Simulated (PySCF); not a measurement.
# CHN: excited-state relaxation, vibronic structure

What do calculations give for the excited-state relaxation, vibronic structure of CHN (`C#N`)?

Computed with PySCF 2.14.0 and routines of our own; the level stands in each step. Atoms count from 0.

### Step 1. The system as given

3 atoms, charge 0, multiplicity 1; geometry from: GFN2-xTB.

### Step 2. Relaxing the molecule at PBE/def2-TZVP

What the job is given:

```
{"job": {"xc": "PBE", "basis": "def2-TZVP", "grid": 1, "kind": "geom"}, "charge": 0, "multiplicity": 1}
C     -0.022598    -0.001552    -0.003894
N      1.114763     0.020146    -0.010855
H     -1.080684    -0.021132     0.002196
```

The run is started by

```bash
$ OMP_NUM_THREADS=1 python excited_run.py task.json out
```

One launch serves the whole session: the jobs run in the order shown.

The log of the run:

```text
step   0  E = -93.34599824  max force = 0.050107
step   1  E = -93.34716329  max force = 0.004476
step   2  E = -93.34717127  max force = 0.000717
step   3  E = -93.34717146  max force = 0.000006
optimisation converged
```

Wall time 2.5 s (1 thread of Arm Neoverse V1, shared host); peak memory 0.26 GiB.

Relaxation path:

```csv
step,energy from step 0 (eV),largest force component (eV/Å)
0,0.0000,2.5766
1,-0.0317,0.2302
2,-0.0319,0.0369
3,-0.0319,0.0003
```

Close pairs (by a distance rule), those that changed most:

```csv
bond,before (Å),after (Å),change (Å)
C0–N1,1.138,1.158,+0.021
C0–H2,1.058,1.076,+0.018
```

The next job starts from the end point, and lists it.

```csv
at the end point,value
point group (found at 0.08 Å tolerance),Cinfv
"rotational constants (GHz, main isotopes)","44.041, 44.041"
dipole moment (D),2.93
```

### Step 3. Excited-state relaxation: TDA PBE/def2-TZVP

What the job is given:

```
{"job": {"kind": "xopt", "state": "S1", "method": "TDA", "freq": true, "xc": "PBE", "basis": "def2-TZVP", "grid": 1}, "charge": 0, "multiplicity": 1}
C     -0.029230    -0.001975    -0.005824
N      1.128974     0.020626    -0.013051
H     -1.104828    -0.022813     0.000818
```

With the program's defaults for keys left out, this is: TDA PBE/def2-TZVP excited-state geometry optimisation, gas phase.

The log of the run:

```text
final grid: 12776 points
cycle   1  E = -93.3131845237  dE =  1.155e-01  |g| = 3.668e-01  |ddm| = 1.448e+00
cycle   2  E = -93.0574632110  dE =  2.557e-01  |g| = 1.089e+00  |ddm| = 9.281e-01
cycle   3  E = -93.3423669097  dE = -2.849e-01  |g| = 1.438e-01  |ddm| = 7.086e-01
cycle   4  E = -93.3470634637  dE = -4.697e-03  |g| = 2.116e-02  |ddm| = 9.670e-02
cycle   5  E = -93.3471698940  dE = -1.064e-04  |g| = 2.466e-03  |ddm| = 1.880e-02
cycle   6  E = -93.3471714556  dE = -1.562e-06  |g| = 1.564e-04  |ddm| = 1.599e-03
cycle   7  E = -93.3471714631  dE = -7.457e-09  |g| = 1.554e-05  |ddm| = 1.401e-04
cycle   8  E = -93.3471714631  dE = -6.492e-11  |g| = 2.385e-06  |ddm| = 1.171e-05
converged SCF energy = -93.3471714631

vertical S1 at the ground-state geometry: 8.0034 eV
step    E(state)/Eh    max force   excitation/eV  root
  0     -93.05945845   0.242881     7.8187      1
  1     -93.08714061   0.042449     6.4093      1
  2     -93.08958338   0.020673     6.1416      1
  3     -93.09790026   0.108355     3.6097      1
  4     -93.10001602   0.079868     4.6067      1
  5     -93.10087279   0.087274     4.3097      1
  6     -93.10179312   0.089606     4.1155      1
  7     -93.10431103   0.086770     3.8467      1
  8     -93.10853288   0.072028     3.7945      1
  9     -93.11520708   0.028638     4.2445      1
 10     -93.11718317   0.011134     4.8011      1
 11     -93.11732375   0.001693     4.7034      1
 12     -93.11732788   0.000213     4.7194      1
optimisation converged
vertical emission 4.7194 eV, adiabatic 6.2544 eV, Stokes shift 3.2840 eV, reorganisation 1.7490 (excited) and 1.5350 eV (ground)
in n-hexane: absorption 8.0439 eV (f = 0.0000, root 1), emission 4.7496 eV (f = 0.0034, root 1)
in dichloromethane: absorption 8.1039 eV (f = 0.0000, root 1), emission 4.7913 eV (f = 0.0040, root 1)
zero-point change -0.1298 eV, 0-0 energy 6.1246 eV
frequencies of the excited state (cm-1): 964 1484 2413
```

Run time: 39 s. Hardware: 1 thread of Arm Neoverse V1, shared host; peak memory 0.28 GiB.

In short:

```csv
quantity,value
"vertical absorption, S1",8.00 eV
"adiabatic energy, S1",6.25 eV
"vertical emission, S1",4.72 eV
"Stokes shift, S1",3.28 eV
"geometry moved (RMSD), S1",0.467 Å
```

Bonds of the start that changed most:

```csv
bond,start (Å),end (Å)
C0–N1,1.158,1.303
C0–H2,1.076,1.145
```

### Step 4. Excited-state relaxation: UKS PBE/def2-TZVP

What the job is given:

```
{"job": {"kind": "xopt", "state": "T1", "method": "UKS", "freq": true, "xc": "PBE", "basis": "def2-TZVP", "grid": 1}, "charge": 0, "multiplicity": 1}
C     -0.029230    -0.001975    -0.005824
N      1.128974     0.020626    -0.013051
H     -1.104828    -0.022813     0.000818
```

With the program's defaults for keys left out, this is: UKS PBE/def2-TZVP excited-state geometry optimisation, gas phase.

The log of the run:

```text
final grid: 12776 points
cycle   1  E = -93.3131845237  dE =  1.155e-01  |g| = 3.668e-01  |ddm| = 1.448e+00
cycle   2  E = -93.0574632110  dE =  2.557e-01  |g| = 1.089e+00  |ddm| = 9.281e-01
cycle   3  E = -93.3423669097  dE = -2.849e-01  |g| = 1.438e-01  |ddm| = 7.086e-01
cycle   4  E = -93.3470634637  dE = -4.697e-03  |g| = 2.116e-02  |ddm| = 9.670e-02
cycle   5  E = -93.3471698940  dE = -1.064e-04  |g| = 2.466e-03  |ddm| = 1.880e-02
cycle   6  E = -93.3471714556  dE = -1.562e-06  |g| = 1.564e-04  |ddm| = 1.599e-03
cycle   7  E = -93.3471714631  dE = -7.457e-09  |g| = 1.554e-05  |ddm| = 1.401e-04
cycle   8  E = -93.3471714631  dE = -6.492e-11  |g| = 2.385e-06  |ddm| = 1.171e-05
converged SCF energy = -93.3471714631

vertical T1 at the ground-state geometry: 6.6457 eV
step    E(state)/Eh    max force   <S^2>
  0     -93.10976223   0.257508    2.0056
  1     -93.14188109   0.038086    2.0055
  2     -93.15067091   0.041328    2.0045
  3     -93.16611795   0.031059    2.0034
  4     -93.16581842   0.032895    2.0033
  5     -93.17533344   0.008449    2.0031
  6     -93.17539106   0.004325    2.0031
  7     -93.17541192   0.000192    2.0031
  8     -93.17541219   0.000139    2.0031
optimisation converged
vertical emission 3.2273 eV, adiabatic 4.6738 eV, Stokes shift 3.4184 eV, reorganisation 1.9719 (excited) and 1.4465 eV (ground)
zero-point change -0.1038 eV, 0-0 energy 4.5700 eV
frequencies of the excited state (cm-1): 962 1591 2727
```

It took 24 s on 1 thread of Arm Neoverse V1, shared host; peak memory 0.28 GiB.

In short:

```csv
quantity,value
"vertical gap at the ground-state geometry, T1",6.65 eV
"adiabatic energy, T1",4.67 eV
"vertical gap at the relaxed geometry, T1",3.23 eV
"difference of the two gaps, T1",3.42 eV
"geometry moved (RMSD), T1",0.493 Å
```

Bonds of the start that changed most:

```csv
bond,start (Å),end (Å)
C0–N1,1.158,1.287
C0–H2,1.076,1.123
```

### Step 5. Excited-state relaxation: TDA PBE/def2-TZVP

What the job is given:

```
{"job": {"kind": "xopt", "state": "T1", "method": "TDA", "xc": "PBE", "basis": "def2-TZVP", "grid": 1}, "charge": 0, "multiplicity": 1}
C     -0.029230    -0.001975    -0.005824
N      1.128974     0.020626    -0.013051
H     -1.104828    -0.022813     0.000818
```

Method: TDA PBE/def2-TZVP excited-state geometry optimisation, gas phase.

The log of the run:

```text
final grid: 12776 points
cycle   1  E = -93.3131845237  dE =  1.155e-01  |g| = 3.668e-01  |ddm| = 1.448e+00
cycle   2  E = -93.0574632110  dE =  2.557e-01  |g| = 1.089e+00  |ddm| = 9.281e-01
cycle   3  E = -93.3423669097  dE = -2.849e-01  |g| = 1.438e-01  |ddm| = 7.086e-01
cycle   4  E = -93.3470634637  dE = -4.697e-03  |g| = 2.116e-02  |ddm| = 9.670e-02
cycle   5  E = -93.3471698940  dE = -1.064e-04  |g| = 2.466e-03  |ddm| = 1.880e-02
cycle   6  E = -93.3471714556  dE = -1.562e-06  |g| = 1.564e-04  |ddm| = 1.599e-03
cycle   7  E = -93.3471714631  dE = -7.457e-09  |g| = 1.554e-05  |ddm| = 1.401e-04
cycle   8  E = -93.3471714631  dE = -6.492e-11  |g| = 2.385e-06  |ddm| = 1.171e-05
converged SCF energy = -93.3471714631

vertical T1 at the ground-state geometry: 6.3697 eV
step    E(state)/Eh    max force   excitation/eV  root
  0     -93.11975679   0.254444     6.1779      1
  1     -93.14743185   0.062133     4.8656      1
  2     -93.15004720   0.024854     4.5266      1
  3     -93.15239552   0.015920     4.1183      1
  4     -93.14648851   0.110380     1.7652      1
  5     -93.15993550   0.083769     2.7985      1
  6     -93.16222082   0.074326     2.9473      1
  7     -93.17308017   0.029018     3.7186      1
  8     -93.17573819   0.003469     3.2914      1
  9     -93.17577215   0.001461     3.2634      1
 10     -93.17577700   0.000304     3.2600      1
optimisation converged
vertical emission 3.2600 eV, adiabatic 4.6639 eV, Stokes shift 3.1097 eV, reorganisation 1.7058 (excited) and 1.4039 eV (ground)
```

It took 11 s on 1 thread of Arm Neoverse V1, shared host; peak memory 0.29 GiB.

Key values:

```csv
quantity,value
"vertical gap at the ground-state geometry, T1",6.37 eV
"adiabatic energy, T1",4.66 eV
"vertical gap at the relaxed geometry, T1",3.26 eV
"difference of the two gaps, T1",3.11 eV
"geometry moved (RMSD), T1",0.484 Å
```

Bonds of the start that changed most:

```csv
bond,start (Å),end (Å)
C0–N1,1.158,1.285
C0–H2,1.076,1.127
```

### Step 6. Vibronic structure: TDA PBE/def2-TZVP

What the job is given:

```
{"job": {"kind": "vib", "tda": true, "freq": true, "xc": "PBE", "basis": "def2-TZVP", "grid": 1}, "charge": 0, "multiplicity": 1}
C     -0.029230    -0.001975    -0.005824
N      1.128974     0.020626    -0.013051
H     -1.104828    -0.022813     0.000818
```

With the program's defaults for keys left out, this is: TDA PBE/def2-TZVP vertical-gradient vibronic structure (displaced harmonic oscillators, Condon), gas phase.

The log of the run:

```text
final grid: 12776 points
cycle   1  E = -93.3131845237  dE =  1.155e-01  |g| = 3.668e-01  |ddm| = 1.448e+00
cycle   2  E = -93.0574632110  dE =  2.557e-01  |g| = 1.089e+00  |ddm| = 9.281e-01
cycle   3  E = -93.3423669097  dE = -2.849e-01  |g| = 1.438e-01  |ddm| = 7.086e-01
cycle   4  E = -93.3470634637  dE = -4.697e-03  |g| = 2.116e-02  |ddm| = 9.670e-02
cycle   5  E = -93.3471698940  dE = -1.064e-04  |g| = 2.466e-03  |ddm| = 1.880e-02
cycle   6  E = -93.3471714556  dE = -1.562e-06  |g| = 1.564e-04  |ddm| = 1.599e-03
cycle   7  E = -93.3471714631  dE = -7.457e-09  |g| = 1.554e-05  |ddm| = 1.401e-04
cycle   8  E = -93.3471714631  dE = -6.492e-11  |g| = 2.385e-06  |ddm| = 1.171e-05
converged SCF energy = -93.3471714631

Singlet excitations (eV, f): 8.003 (0.0000)  8.305 (0.0000)  8.305 (0.0000)  9.067 (0.0252)  9.067 (0.0252)  9.724 (0.0048)

State S1  8.0034 eV  f = 0.00000  H->L 0.41, H-1->L+1 0.41, H-1->L 0.09
  relaxed dipole 2.184 D, largest gradient of the excitation energy 0.2786 Eh/bohr
  mode    cm-1        S   lambda/meV  Raman
    3   2122.5    3.0595     805.1   1.000
    4   3365.4    0.1383      57.7   0.114
  reorganisation energy 0.8628 eV, total S 3.198, 0-0 7.1406 eV
  absorption maximum 7.929 eV, width 0.814 eV

State S4  9.0669 eV  f = 0.02518  H-2->L 0.98
  relaxed dipole 0.822 D, largest gradient of the excitation energy 0.1202 Eh/bohr
  mode    cm-1        S   lambda/meV  Raman
    3   2122.5    0.5812     152.9   1.000
    4   3365.4    0.0239      10.0   0.103
  reorganisation energy 0.1629 eV, total S 0.605, 0-0 8.9040 eV
  absorption maximum 8.904 eV, width 0.290 eV

State S5  9.0669 eV  f = 0.02518  H-2->L+1 0.98
  relaxed dipole 0.822 D, largest gradient of the excitation energy 0.1202 Eh/bohr
  mode    cm-1        S   lambda/meV  Raman
    3   2122.5    0.5812     152.9   1.000
    4   3365.4    0.0239      10.0   0.103
  reorganisation energy 0.1629 eV, total S 0.605, 0-0 8.9040 eV
  absorption maximum 8.904 eV, width 0.290 eV

State T1  6.3697 eV  f = 0.00000  H-1->L 0.40, H->L+1 0.40, H->L 0.09
  relaxed dipole 2.272 D, largest gradient of the excitation energy 0.2910 Eh/bohr
  mode    cm-1        S   lambda/meV  Raman
    3   2122.5    3.3233     874.6   1.000
    4   3365.4    0.1536      64.1   0.116
  reorganisation energy 0.9386 eV, total S 3.477, 0-0 5.4310 eV
  absorption maximum 6.219 eV, width 0.815 eV
```

Wall time 1.3 s (1 thread of Arm Neoverse V1, shared host); peak memory 0.29 GiB.

### Step 7. Summary of results

| quantity | value |
| --- | --- |
| point group | Cinfv |
| rotational constants (main isotopes) | 44.04, 44.04 GHz |
| vertical absorption, S1 (step 3, TDA PBE/def2-TZVP) | 8.00 eV |
| adiabatic energy, S1 (step 3, TDA PBE/def2-TZVP) | 6.25 eV |
| vertical emission, S1 (step 3, TDA PBE/def2-TZVP) | 4.72 eV |
| Stokes shift, S1 (step 3, TDA PBE/def2-TZVP) | 3.28 eV |
| vertical gap at the ground-state geometry, T1 (step 4, UKS PBE/def2-TZVP) | 6.65 eV |
| adiabatic energy, T1 (step 4, UKS PBE/def2-TZVP) | 4.67 eV |
| vertical gap at the relaxed geometry, T1 (step 4, UKS PBE/def2-TZVP) | 3.23 eV |
| difference of the two gaps, T1 (step 4, UKS PBE/def2-TZVP) | 3.42 eV |
| vertical gap at the ground-state geometry, T1 (step 5, TDA PBE/def2-TZVP) | 6.37 eV |
| adiabatic energy, T1 (step 5, TDA PBE/def2-TZVP) | 4.66 eV |
| vertical gap at the relaxed geometry, T1 (step 5, TDA PBE/def2-TZVP) | 3.26 eV |
| difference of the two gaps, T1 (step 5, TDA PBE/def2-TZVP) | 3.11 eV |
| S1: vertical, reorganisation, 0-0, total S (step 6, TDA PBE/def2-TZVP, modes from PBE/def2-TZVP) | 8.00, 0.86, 7.14 eV; 3.2 |
| S4: vertical, reorganisation, 0-0, total S (step 6, TDA PBE/def2-TZVP, modes from PBE/def2-TZVP) | 9.07, 0.16, 8.90 eV; 0.6 |
| S5: vertical, reorganisation, 0-0, total S (step 6, TDA PBE/def2-TZVP, modes from PBE/def2-TZVP) | 9.07, 0.16, 8.90 eV; 0.6 |

**Reading.** Relaxing lowered the energy by 0.032 eV in 3 steps; the close pair that moved most is C0–N1, from 1.138 to 1.158 Å. In steps 3, 4, 5 the harmonic model is doubtful. In step 3 (excited-state relaxation), among the bonds C0–N1 changes most, from 1.158 to 1.303 Å. The atoms move far more than that, so angles or torsions carry the main change. In step 4 (excited-state relaxation), among the bonds C0–N1 changes most, from 1.158 to 1.287 Å. Where no frequencies were run, the relaxed excited state may be a saddle. In step 5 (excited-state relaxation), among the bonds C0–N1 changes most, from 1.158 to 1.285 Å. Some states lie very close; unless symmetry makes them partners, their order is unsure. The vibronic model keeps the ground-state modes and shifts them along the gradient alone, so it can miss much of the relaxation that a full optimisation finds. ΔSCF (UKS) and response values aren't on one footing and may follow different states, so their differences aren't method errors alone, and singlets and triplets from the two don't rank.
